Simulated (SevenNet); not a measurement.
## Body-centred tetragonal In

The numbers are results of the machine-learned potential SevenNet-l3i5 (trained on PBE and PBE+U data), not measurements.

Cell (relaxed at this level):

```cif
data_In2
_chemical_formula_sum 'In2'
_space_group_name_H-M_alt 'I4/mmm'
_space_group_IT_number 139
_space_group_name_Hall '-I 4 2'
_cell_length_a 3.21567
_cell_length_b 3.21567
_cell_length_c 5.35587
_cell_angle_alpha 90.000
_cell_angle_beta 90.000
_cell_angle_gamma 90.000
loop_
_atom_site_label
_atom_site_type_symbol
_atom_site_symmetry_multiplicity
_atom_site_Wyckoff_symbol
_atom_site_fract_x
_atom_site_fract_y
_atom_site_fract_z
_atom_site_occupancy
In1 In 2 a 0.00000 0.00000 0.00000 1
```
(The calculation used a cell of 1 atom; values per cell refer to that cell.)

- lattice parameter a = 3.216 Å
- c axis length = 5.356 Å
- volume per atom = 27.69 Å³/atom

Measured, for comparison: lattice constant a 3.252 Å, lattice parameter c 4.947 Å (293 K, not corrected to a static lattice; as tabulated in Wikipedia's data pages). Computed (rounded) less measured: lattice constant a -1.1 %, lattice parameter c +8.3 %. A static lattice is as a rule a little smaller and stiffer than an uncorrected measurement, which narrows the difference in the lattice constant a and would widen misses of the other sign.

A machine-learned potential is trained on density-functional data: it inherits that level's misses and adds fitting errors of its own.

Note: the model gives imaginary modes for this phase (in the spectrum interpolated from a supercell); the model's c/a of 1.67 is far from the 1.52 of the starting cell; this model's volume lies 6 % above that of the starting cell (a measured, published or database cell).
